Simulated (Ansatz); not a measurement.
Relaxation of BClH₅N (8 atoms, charge 0, multiplicity 1), to a largest force component of 0.03 eV/Å in at most 50 steps.

Method: RKS PBE0-D4/def2-SVP in Ansatz 0.2.0.

```xyz
8
Properties=species:S:1:pos:R:3
B 0.015 -0.131 0.279
N 0.043 -0.347 1.734
H -0.780 -0.613 2.258
H 0.906 -0.384 2.260
H 1.060 0.082 -0.278
H -1.047 -0.207 -0.280
Cl -0.374 2.895 0.592
H -0.244 1.867 1.430
```

Problem. Where does it end, and by what steps?

Solution. It converged. After 7 steps the energy has fallen by 0.188 eV; Cl7 moved furthest, 0.62 Å.

```json
{"step": "0", "energy less start (eV)": "0.0000", "largest force component (eV/Å)": "2.440", "accepted": "yes"}
{"step": "1", "energy less start (eV)": "-0.1039", "largest force component (eV/Å)": "1.281", "accepted": "yes"}
{"step": "2", "energy less start (eV)": "-0.1207", "largest force component (eV/Å)": "1.452", "accepted": "yes"}
{"step": "3", "energy less start (eV)": "-0.1606", "largest force component (eV/Å)": "0.818", "accepted": "yes"}
{"step": "4", "energy less start (eV)": "-0.1858", "largest force component (eV/Å)": "0.199", "accepted": "yes"}
{"step": "5", "energy less start (eV)": "-0.1876", "largest force component (eV/Å)": "0.042", "accepted": "yes"}
{"step": "6", "energy less start (eV)": "-0.1883", "largest force component (eV/Å)": "0.058", "accepted": "yes"}
{"step": "7", "energy less start (eV)": "-0.1885", "largest force component (eV/Å)": "0.024", "accepted": "yes"}
```

```xyz
8
Properties=species:S:1:pos:R:3
B 0.046 -0.353 0.223
N 0.026 -0.206 1.613
H -0.810 -0.339 2.171
H 0.868 -0.119 2.171
H 1.101 -0.266 -0.357
H -0.997 -0.541 -0.357
Cl -0.410 3.130 1.166
H -0.244 1.857 1.366
```

Time of the run: 8.8 s on 1 thread of AMD EPYC 9R45 96-Core Processor (Zen 5) (shared host), peak memory 0.15 GiB.
